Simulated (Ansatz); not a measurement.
We consider diamond, described by LDA (plane waves, PAW; Ansatz, a program for electronic structure).

A relaxed, unreconstructed slab of the (110) face has 24 atoms, two equal faces of 8.821 Å² each and an energy of -5825.4292 eV. A bulk cell of 4 atoms with the same orientation and in-plane k mesh has -971.9876 eV. Energies are extrapolated to zero smearing.

Numerical settings: plane-wave cutoff 500 eV, 8×12×1 k mesh (along the axes of the cell as run), gaussian smearing 0.02 eV, scalar-relativistic PAW data made under PBE.

Worked out: γ = (E_slab − N E_bulk per atom)/2A = [-5825.4292 − 24 × (-971.9876/4)]/(2 × 8.821) = 0.3682 eV/Å². With 16.022 J/m² per eV/Å² this is 5.90 J/m², or 3.25 eV per surface cell and face.
